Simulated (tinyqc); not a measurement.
UHF in the sto-3g basis, for HF, spin multiplicity 1, step by step (part 2 of 3). Computed by tinyqc, a small Python program that keeps every step (integrals from PySCF). Command: `OMP_NUM_THREADS=1 python tinyqc.py 20985 20986 out.jsonl` (the two numbers bound the seeds that draw the settings). One thread of a shared host (Intel(R) Xeon(R) Processor @ 2.60GHz), about 0.1 s of CPU time with the checks.

Geometry (angstrom):
```
atom         x         y         z
F     0.000000  0.000000  0.000000
H     0.000000  0.000000  0.909000
```

## Iteration 3: DIIS over 3 matrices

error matrix X^T (FDS - SDF) X (alpha):
```
           1          2          3          4          5          6
1   0.000000  -0.000122   0.001612   0.005822  -0.003156  -0.002991
2   0.000122   0.000000  -0.015184  -0.054843   0.027079   0.030538
3  -0.001612   0.015184   0.000000   0.000000   0.035091  -0.031300
4  -0.005822   0.054843   0.000000   0.000000   0.126746  -0.113052
5   0.003156  -0.027079  -0.035091  -0.126746   0.000000   0.126395
6   0.002991  -0.030538   0.031300   0.113052  -0.126395   0.000000
```

B (overlaps of the stored error matrices), lower triangle:
```
               1              2              3
1  6.0548307e-01
2  5.1298757e-01  4.5937216e-01
3  3.0412824e-01  2.8913949e-01  2.0796599e-01
```

Minimise |sum c_i e_i|^2 with sum c_i = 1: solve [B -1; -1 0][c; lambda] = [0; -1] with B_ij = tr e_i^T e_j summed over both spins, and take F = sum c_i F_i.

DIIS coefficients: 0.913713  -2.221463  2.307750

extrapolated F(alpha) (hartree), lower triangle:
```
             1F 1s      1F 2s     1F 2px     1F 2py     1F 2pz      2H 1s
1F 1s   -25.972619
1F 2s    -6.641672  -3.080932
1F 2px    0.000409   0.015155  -0.506516
1F 2py    0.001478   0.054739   0.026200  -0.419137
1F 2pz   -0.024153  -0.086926   0.038234   0.138096  -0.469153
2H 1s    -1.428259  -1.175785  -0.015007  -0.054203  -0.567310  -0.613676
```

extrapolated F(beta) (hartree), lower triangle:
```
             1F 1s      1F 2s     1F 2px     1F 2py     1F 2pz      2H 1s
1F 1s   -25.972619
1F 2s    -6.641672  -3.080932
1F 2px   -0.000409  -0.015155  -0.506516
1F 2py   -0.001478  -0.054739   0.026200  -0.419137
1F 2pz   -0.024153  -0.086926  -0.038234  -0.138096  -0.469153
2H 1s    -1.428259  -1.175785   0.015007   0.054203  -0.567310  -0.613676
```

## Iteration 3: diagonalisation and new density

X, lower triangle:
```
            1F 1s      1F 2s    1F 2px    1F 2py     1F 2pz     2H 1s
1F 1s    1.023326
1F 2s   -0.133668   1.130118
1F 2px   0.000000   0.000000  1.000000
1F 2py   0.000000   0.000000  0.000000  1.000000
1F 2pz  -0.007751   0.081887  0.000000  0.000000   1.062118
2H 1s    0.022983  -0.296976  0.000000  0.000000  -0.226051  1.166689
```

D(alpha) after iteration 2, lower triangle:
```
            1F 1s      1F 2s     1F 2px     1F 2py    1F 2pz     2H 1s
1F 1s    1.058547
1F 2s   -0.248442   1.080806
1F 2px   0.009830  -0.064841   0.986399
1F 2py   0.035505  -0.234200  -0.049125   0.822567
1F 2pz   0.019018  -0.090858  -0.071011  -0.256484  0.815206
2H 1s    0.002330  -0.113643   0.123764   0.447021  0.117858  0.374772
```

D(beta) after iteration 2, lower triangle:
```
            1F 1s      1F 2s     1F 2px     1F 2py    1F 2pz     2H 1s
1F 1s    1.058547
1F 2s   -0.248442   1.080806
1F 2px  -0.009830   0.064841   0.986399
1F 2py  -0.035505   0.234200  -0.049125   0.822567
1F 2pz   0.019018  -0.090858   0.071011   0.256484  0.815206
2H 1s    0.002330  -0.113643  -0.123764  -0.447021  0.117858  0.374772
```

overlap S, lower triangle:
```
           1F 1s     1F 2s    1F 2px    1F 2py    1F 2pz     2H 1s
1F 1s   1.000000
1F 2s   0.237990  1.000000
1F 2px  0.000000  0.000000  1.000000
1F 2py  0.000000  0.000000  0.000000  1.000000
1F 2pz  0.000000  0.000000  0.000000  0.000000  1.000000
2H 1s   0.050426  0.454260  0.000000  0.000000  0.351983  1.000000
```

A level shift of 1 hartree raises the virtual space: F + shift (S - S D(s) S), with D(s) the density of one spin. Diagonalise F' = X^T F X, C = X C', fill 5 alpha and 5 beta electrons from the bottom; D(s) = C_occ C_occ^T. Each column has its largest component positive (the first on a tie).

F' = X^T F X (alpha) (hartree), lower triangle:
```
            1          2          3          4          5         6
1  -25.495605
2   -3.425862  -1.694834
3   -0.005559   0.054823  -0.492915
4   -0.020079   0.198016   0.075325  -0.241704
5   -0.063510   0.208141   0.090692   0.327570  -0.126279
6   -0.193519  -0.789815  -0.120174  -0.434054  -0.847468  0.561289
```

orbital energies (alpha) (hartree): MO1 -25.982418, MO2 -1.499188, MO3 -0.635891, MO4 -0.513770, MO5 -0.413690, MO6 1.554909

coefficients C (alpha):
```
              MO1        MO2        MO3        MO4        MO5        MO6
1F 1s    0.994711  -0.251530   0.065670   0.000000   0.029238   0.088128
1F 2s    0.022631   0.950763  -0.332625   0.000000  -0.207171  -0.576118
1F 2px  -0.000037  -0.011932  -0.041788   0.963745   0.249114  -0.085146
1F 2py  -0.000133  -0.043096  -0.150934  -0.266826   0.899770  -0.307538
1F 2pz   0.002992   0.091196   0.812783   0.000000  -0.102543  -0.711690
2H 1s   -0.005864   0.131765   0.340687   0.000000   0.434541   1.085677
```

F' = X^T F X (beta) (hartree), lower triangle:
```
            1          2          3          4          5         6
1  -25.495605
2   -3.425862  -1.694834
3    0.005559  -0.054823  -0.492915
4    0.020079  -0.198016   0.075325  -0.241704
5   -0.063510   0.208141  -0.090692  -0.327570  -0.126279
6   -0.193519  -0.789815   0.120174   0.434054  -0.847468  0.561289
```

orbital energies (beta) (hartree): MO1 -25.982418, MO2 -1.499188, MO3 -0.635891, MO4 -0.513770, MO5 -0.413690, MO6 1.554909

coefficients C (beta):
```
              MO1        MO2        MO3        MO4        MO5        MO6
1F 1s    0.994711  -0.251530   0.065670   0.000000  -0.029238   0.088128
1F 2s    0.022631   0.950763  -0.332625   0.000000   0.207171  -0.576118
1F 2px   0.000037   0.011932   0.041788   0.963745   0.249114   0.085146
1F 2py   0.000133   0.043096   0.150934  -0.266826   0.899770   0.307538
1F 2pz   0.002992   0.091196   0.812783   0.000000   0.102543  -0.711690
2H 1s   -0.005864   0.131765   0.340687   0.000000  -0.434541   1.085677
```

D(alpha) after iteration 3, lower triangle:
```
            1F 1s      1F 2s     1F 2px     1F 2py    1F 2pz     2H 1s
1F 1s    1.057885
1F 2s   -0.244534   1.058021
1F 2px   0.007504  -0.049054   0.992750
1F 2py   0.027103  -0.177179  -0.026186   0.905420
1F 2pz   0.030415  -0.162335  -0.060598  -0.218872  0.679457
2H 1s   -0.003898  -0.078201   0.092441   0.333888  0.244345  0.322290
```

D(beta) after iteration 3, lower triangle:
```
            1F 1s      1F 2s     1F 2px     1F 2py    1F 2pz     2H 1s
1F 1s    1.057885
1F 2s   -0.244534   1.058021
1F 2px  -0.007504   0.049054   0.992750
1F 2py  -0.027103   0.177179  -0.026186   0.905420
1F 2pz   0.030415  -0.162335   0.060598   0.218872  0.679457
2H 1s   -0.003898  -0.078201  -0.092441  -0.333888  0.244345  0.322290
```

## Iteration 4: building the Fock matrix

core Hamiltonian H = T + V (hartree), lower triangle:
```
             1F 1s       1F 2s     1F 2px     1F 2py     1F 2pz      2H 1s
1F 1s   -40.607156
1F 2s    -9.528213  -11.080533
1F 2px    0.000000    0.000000  -8.737784
1F 2py    0.000000    0.000000   0.000000  -8.737784
1F 2pz   -0.015323   -0.182785   0.000000   0.000000  -8.857362
2H 1s    -2.034457   -4.153414   0.000000   0.000000  -2.675104  -5.475826
```

Two-electron integrals (ij|kl) in chemists' order, unique and non-zero (hartree):
```
(11|11) 5.403501   (21|11) 0.841920   (21|21) 0.156299   (22|11) 1.268028
(22|21) 0.292344   (22|22) 0.926167   (31|31) 0.027998   (32|31) 0.043169
(32|32) 0.204588   (33|11) 1.264502   (33|21) 0.292403   (33|22) 0.925959
(33|33) 0.997514   (41|41) 0.027998   (42|41) 0.043169   (42|42) 0.204588
(43|43) 0.053770   (44|11) 1.264502   (44|21) 0.292403   (44|22) 0.925959
(44|33) 0.889973   (44|44) 0.997514   (51|51) 0.027998   (52|51) 0.043169
(52|52) 0.204588   (53|53) 0.053770   (54|54) 0.053770   (55|11) 1.264502
(55|21) 0.292403   (55|22) 0.925959   (55|33) 0.889973   (55|44) 0.889973
(55|55) 0.997514   (61|11) 0.181471   (61|21) 0.033377   (61|22) 0.061938
(61|33) 0.061848   (61|44) 0.061848   (61|51) 0.001356   (61|52) 0.002530
(61|55) 0.062128   (61|61) 0.007200   (62|11) 0.429883   (62|21) 0.100313
(62|22) 0.351171   (62|33) 0.346250   (62|44) 0.346250   (62|51) 0.006773
(62|52) 0.051455   (62|55) 0.360682   (62|61) 0.021686   (62|62) 0.159717
(63|31) 0.010855   (63|32) 0.062974   (63|53) 0.010999   (63|63) 0.024480
(64|41) 0.010855   (64|42) 0.062974   (64|54) 0.010999   (64|64) 0.024480
(65|11) 0.279359   (65|21) 0.066069   (65|22) 0.247742   (65|33) 0.236919
(65|44) 0.236919   (65|51) 0.014790   (65|52) 0.097803   (65|55) 0.269112
(65|61) 0.014924   (65|62) 0.138070   (65|65) 0.143036   (66|11) 0.555842
(66|21) 0.131838   (66|22) 0.529744   (66|33) 0.511077   (66|44) 0.511077
(66|51) 0.011986   (66|52) 0.125459   (66|55) 0.566454   (66|61) 0.028726
(66|62) 0.298691   (66|65) 0.299912   (66|66) 0.774606
```

nuclear repulsion = 5.23937833 hartree

J_ij = sum D_kl (ij|kl) with D = D(alpha) + D(beta), K_ij = sum D_kl (ik|jl) for each spin; F = H + J - K(s); E = tr D H + tr D J / 2 - 0.5 sum_s tr D(s) K(s) + E_nn.

Coulomb J (hartree), lower triangle:
```
            1F 1s     1F 2s     1F 2px    1F 2py    1F 2pz     2H 1s
1F 1s   20.305114
1F 2s    3.872108  9.603054
1F 2px   0.000000  0.000000   9.602030
1F 2py   0.000000  0.000000  -0.005632  9.583247
1F 2pz  -0.004583  0.032729   0.000000  0.000000  9.597287
2H 1s    0.826318  3.603718   0.000000  0.000000  2.543784  5.496557
```

exchange K(alpha) (hartree), lower triangle:
```
            1F 1s      1F 2s     1F 2px     1F 2py    1F 2pz     2H 1s
1F 1s    5.538411
1F 2s    0.957705   1.550540
1F 2px  -0.000042  -0.015111   1.303796
1F 2py  -0.000151  -0.054579  -0.024713   1.221379
1F 2pz   0.001982  -0.040475  -0.034271  -0.123782  1.166996
2H 1s    0.213826   0.612826   0.014956   0.054018  0.434545  0.615001
```

exchange K(beta) (hartree), lower triangle:
```
           1F 1s      1F 2s     1F 2px     1F 2py    1F 2pz     2H 1s
1F 1s   5.538411
1F 2s   0.957705   1.550540
1F 2px  0.000042   0.015111   1.303796
1F 2py  0.000151   0.054579  -0.024713   1.221379
1F 2pz  0.001982  -0.040475   0.034271   0.123782  1.166996
2H 1s   0.213826   0.612826  -0.014956  -0.054018  0.434545  0.615001
```

F(alpha) (hartree), lower triangle:
```
             1F 1s      1F 2s     1F 2px     1F 2py     1F 2pz      2H 1s
1F 1s   -25.840453
1F 2s    -6.613810  -3.028018
1F 2px    0.000042   0.015111  -0.439549
1F 2py    0.000151   0.054579   0.019081  -0.375915
1F 2pz   -0.021888  -0.109581   0.034271   0.123782  -0.427071
2H 1s    -1.421965  -1.162521  -0.014956  -0.054018  -0.565866  -0.594271
```

F(beta) (hartree), lower triangle:
```
             1F 1s      1F 2s     1F 2px     1F 2py     1F 2pz      2H 1s
1F 1s   -25.840453
1F 2s    -6.613810  -3.028018
1F 2px   -0.000042  -0.015111  -0.439549
1F 2py   -0.000151  -0.054579   0.019081  -0.375915
1F 2pz   -0.021888  -0.109581  -0.034271  -0.123782  -0.427071
2H 1s    -1.421965  -1.162521   0.014956   0.054018  -0.565866  -0.594271
```

total energy of this density = -98.46617130 hartree

## Iteration 4: DIIS over 3 matrices

error matrix X^T (FDS - SDF) X (alpha):
```
           1          2          3          4          5          6
1   0.000000   0.000411   0.001164   0.004205  -0.001838  -0.001761
2  -0.000411   0.000000  -0.009282  -0.033527   0.023148   0.005303
3  -0.001164   0.009282   0.000000   0.000000   0.024053  -0.024760
4  -0.004205   0.033527   0.000000   0.000000   0.086877  -0.089429
5   0.001838  -0.023148  -0.024053  -0.086877   0.000000   0.075488
6   0.001761  -0.005303   0.024760   0.089429  -0.075488   0.000000
```

B (overlaps of the stored error matrices), lower triangle:
```
               1              2              3
1  4.5937216e-01
2  2.8913949e-01  2.0796599e-01
3  1.8422828e-01  1.4034971e-01  9.6939593e-02
```

As before.

DIIS coefficients: 0.728027  -3.643064  3.915037

extrapolated F(alpha) (hartree), lower triangle:
```
             1F 1s      1F 2s     1F 2px     1F 2py     1F 2pz      2H 1s
1F 1s   -25.852935
1F 2s    -6.615127  -3.029686
1F 2px    0.000039  -0.002520  -0.446100
1F 2py    0.000139  -0.009103  -0.013932  -0.492563
1F 2pz   -0.027821  -0.106393   0.015501   0.055987  -0.322616
2H 1s    -1.423429  -1.164151  -0.003455  -0.012477  -0.591206  -0.619395
```

extrapolated F(beta) (hartree), lower triangle:
```
             1F 1s      1F 2s     1F 2px     1F 2py     1F 2pz      2H 1s
1F 1s   -25.852935
1F 2s    -6.615127  -3.029686
1F 2px   -0.000039   0.002520  -0.446100
1F 2py   -0.000139   0.009103  -0.013932  -0.492563
1F 2pz   -0.027821  -0.106393  -0.015501  -0.055987  -0.322616
2H 1s    -1.423429  -1.164151   0.003455   0.012477  -0.591206  -0.619395
```

## Iteration 4: diagonalisation and new density

As before.

F' = X^T F X (alpha) (hartree), lower triangle:
```
            1          2          3          4          5         6
1  -25.376336
2   -3.420346  -1.638886
3   -0.002379   0.022381  -0.438850
4   -0.008593   0.080838   0.012254  -0.397983
5   -0.070042   0.236823   0.058400   0.210934   0.130867
6   -0.191047  -0.797502  -0.072115  -0.260472  -0.978419  0.566783
```

orbital energies (alpha) (hartree): MO1 -25.862857, MO2 -1.456790, MO3 -0.562604, MO4 -0.454905, MO5 -0.442242, MO6 1.624994

coefficients C (alpha):
```
              MO1        MO2        MO3        MO4        MO5        MO6
1F 1s    0.994671  -0.248404   0.078045   0.030298   0.000000   0.086988
1F 2s    0.022797   0.930891  -0.404716  -0.176367   0.000000  -0.572674
1F 2px  -0.000002   0.001822  -0.042973   0.259200   0.963745  -0.046495
1F 2py  -0.000009   0.006580  -0.155213   0.936198  -0.266826  -0.167936
1F 2pz   0.003149   0.093190   0.737475  -0.021100   0.000000  -0.795582
2H 1s   -0.005918   0.164679   0.451074   0.269924   0.000000   1.094305
```

F' = X^T F X (beta) (hartree), lower triangle:
```
            1          2          3          4          5         6
1  -25.376336
2   -3.420346  -1.638886
3    0.002379  -0.022381  -0.438850
4    0.008593  -0.080838   0.012254  -0.397983
5   -0.070042   0.236823  -0.058400  -0.210934   0.130867
6   -0.191047  -0.797502   0.072115   0.260472  -0.978419  0.566783
```

orbital energies (beta) (hartree): MO1 -25.862857, MO2 -1.456790, MO3 -0.562604, MO4 -0.454905, MO5 -0.442242, MO6 1.624994

coefficients C (beta):
```
              MO1        MO2        MO3        MO4        MO5        MO6
1F 1s    0.994671  -0.248404   0.078045  -0.030298   0.000000   0.086988
1F 2s    0.022797   0.930891  -0.404716   0.176367   0.000000  -0.572674
1F 2px   0.000002  -0.001822   0.042973   0.259200   0.963745   0.046495
1F 2py   0.000009  -0.006580   0.155213   0.936198  -0.266826   0.167936
1F 2pz   0.003149   0.093190   0.737475   0.021100   0.000000  -0.795582
2H 1s   -0.005918   0.164679   0.451074  -0.269924   0.000000   1.094305
```

D(alpha) after iteration 4, lower triangle:
```
            1F 1s      1F 2s     1F 2px     1F 2py    1F 2pz     2H 1s
1F 1s    1.058085
1F 2s   -0.245491   1.061978
1F 2px   0.004045  -0.026627   0.997838
1F 2py   0.014608  -0.096173  -0.007808   0.971797
1F 2pz   0.036901  -0.207926  -0.036991  -0.133607  0.553010
2H 1s   -0.003411  -0.077000   0.050880   0.183773  0.342288  0.303481
```

D(beta) after iteration 4, lower triangle:
```
            1F 1s      1F 2s     1F 2px     1F 2py    1F 2pz     2H 1s
1F 1s    1.058085
1F 2s   -0.245491   1.061978
1F 2px  -0.004045   0.026627   0.997838
1F 2py  -0.014608   0.096173  -0.007808   0.971797
1F 2pz   0.036901  -0.207926   0.036991   0.133607  0.553010
2H 1s   -0.003411  -0.077000  -0.050880  -0.183773  0.342288  0.303481
```

## Iteration 17 (converged): orbitals

converged F(alpha) (hartree), lower triangle:
```
             1F 1s      1F 2s     1F 2px     1F 2py     1F 2pz      2H 1s
1F 1s   -25.889462
1F 2s    -6.622872  -3.049005
1F 2px    0.000000   0.000001  -0.464435
1F 2py    0.000000   0.000005   0.000000  -0.464435
1F 2pz   -0.024760  -0.104336   0.000004   0.000015  -0.370137
2H 1s    -1.424478  -1.169859  -0.000001  -0.000005  -0.585956  -0.614740
```

converged F(beta) (hartree), lower triangle:
```
             1F 1s      1F 2s     1F 2px     1F 2py     1F 2pz      2H 1s
1F 1s   -25.889462
1F 2s    -6.622872  -3.049005
1F 2px    0.000000  -0.000001  -0.464435
1F 2py    0.000000  -0.000005   0.000000  -0.464435
1F 2pz   -0.024760  -0.104336  -0.000004  -0.000015  -0.370137
2H 1s    -1.424478  -1.169859   0.000001   0.000005  -0.585956  -0.614740
```

Diagonalise F' = X^T F X, C = X C', fill 5 alpha and 5 beta electrons from the bottom; D(s) = C_occ C_occ^T. Each column has its largest component positive (the first on a tie).

F' = X^T F X (alpha) (hartree), lower triangle:
```
            1          2          3          4          5          6
1  -25.413776
2   -3.413253  -1.730555
3    0.000000   0.000002  -0.464435
4   -0.000001   0.000008   0.000000  -0.464435
5   -0.052019   0.102313   0.000005   0.000017  -0.160611
6   -0.214325  -0.592919  -0.000003  -0.000010  -0.589816  -0.018260
```

orbital energies (alpha) (hartree): MO1 -25.899326, MO2 -1.473782, MO3 -0.587529, MO4 -0.464435, MO5 -0.464435, MO6 0.637435

coefficients C (alpha):
```
              MO1        MO2        MO3        MO4        MO5        MO6
1F 1s    0.994688  -0.248870   0.083365   0.000000   0.000004   0.085801
1F 2s    0.022726   0.933953  -0.439629   0.000000  -0.000028  -0.569100
1F 2px   0.000000  -0.000001  -0.000013   0.963745   0.266826  -0.000005
1F 2py   0.000000  -0.000005  -0.000048  -0.266826   0.963745  -0.000018
1F 2pz   0.003023   0.092460   0.703078   0.000000   0.000020  -0.826488
2H 1s   -0.005881   0.160098   0.518647   0.000000   0.000048   1.098328
```

F' = X^T F X (beta) (hartree), lower triangle:
```
            1          2          3          4          5          6
1  -25.413776
2   -3.413253  -1.730555
3    0.000000  -0.000002  -0.464435
4    0.000001  -0.000008   0.000000  -0.464435
5   -0.052019   0.102313  -0.000005  -0.000017  -0.160611
6   -0.214325  -0.592919   0.000003   0.000010  -0.589816  -0.018260
```

orbital energies (beta) (hartree): MO1 -25.899326, MO2 -1.473782, MO3 -0.587529, MO4 -0.464435, MO5 -0.464435, MO6 0.637435

coefficients C (beta):
```
              MO1        MO2        MO3        MO4        MO5        MO6
1F 1s    0.994688  -0.248870   0.083365   0.000000  -0.000004   0.085801
1F 2s    0.022726   0.933953  -0.439629   0.000000   0.000028  -0.569100
1F 2px   0.000000   0.000001   0.000013   0.963745   0.266826   0.000005
1F 2py   0.000000   0.000005   0.000048  -0.266826   0.963745   0.000018
1F 2pz   0.003023   0.092460   0.703078   0.000000  -0.000020  -0.826488
2H 1s   -0.005881   0.160098   0.518647   0.000000  -0.000048   1.098328
```

D(alpha) after iteration 17, lower triangle:
```
            1F 1s      1F 2s     1F 2px     1F 2py    1F 2pz     2H 1s
1F 1s    1.058290
1F 2s   -0.246477   1.066059
1F 2px   0.000000  -0.000003   1.000000
1F 2py   0.000002  -0.000010   0.000000   1.000000
1F 2pz   0.038608  -0.222671  -0.000004  -0.000015  0.502877
2H 1s   -0.002457  -0.078622   0.000006   0.000020  0.379434  0.294661
```

D(beta) after iteration 17, lower triangle:
```
            1F 1s      1F 2s     1F 2px     1F 2py    1F 2pz     2H 1s
1F 1s    1.058290
1F 2s   -0.246477   1.066059
1F 2px   0.000000   0.000003   1.000000
1F 2py  -0.000002   0.000010   0.000000   1.000000
1F 2pz   0.038608  -0.222671   0.000004   0.000015  0.502877
2H 1s   -0.002457  -0.078622  -0.000006  -0.000020  0.379434  0.294661
```

Within a degenerate level the vectors are fixed only up to a rotation; this is one choice.
